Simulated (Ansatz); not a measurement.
`N=C(CF)CF`, relaxed with RKS PBE0-D4/def2-TZVP in Ansatz 0.2.0 from a PBE-D4/def2-SVP geometry. The force threshold is 0.005 eV/Å; the program also tests the step.

Total charge 0; spin multiplicity 1.

Start:

```xyz
11

N     1.267   -0.927    0.720
C     0.361   -0.241    0.136
C     0.410   -0.056   -1.365
F    -0.212    1.131   -1.736
C    -0.826    0.400    0.831
F    -0.800    0.113    2.182
H     1.035   -0.987    1.731
H     1.466   -0.061   -1.706
H    -0.124   -0.901   -1.860
H    -1.780    0.028    0.390
H    -0.798    1.501    0.678
```

Task: By how much does the energy fall, and how many steps does the optimiser take? (Estimate.)

Result: Ansatz gave: 5.46 kJ/mol, in 6 steps.

Task: Which bonds change most? (Estimate.)

Result: The calculation gave: C3–H9 from 1.115 to 1.096 Å; C3–H8 from 1.110 to 1.091 Å; C5–H11 from 1.113 to 1.094 Å; C5–H10 from 1.115 to 1.096 Å.

Task: Give the relaxed structure. (Best estimate.)

Result: The calculation gave: 
```xyz
11

N     1.249   -0.910    0.708
C     0.353   -0.233    0.137
C     0.411   -0.067   -1.355
F    -0.204    1.110   -1.743
C    -0.824    0.404    0.822
F    -0.815    0.106    2.163
H     1.053   -0.987    1.707
H     1.449   -0.059   -1.687
H    -0.118   -0.895   -1.841
H    -1.762    0.040    0.387
H    -0.792    1.491    0.701
```
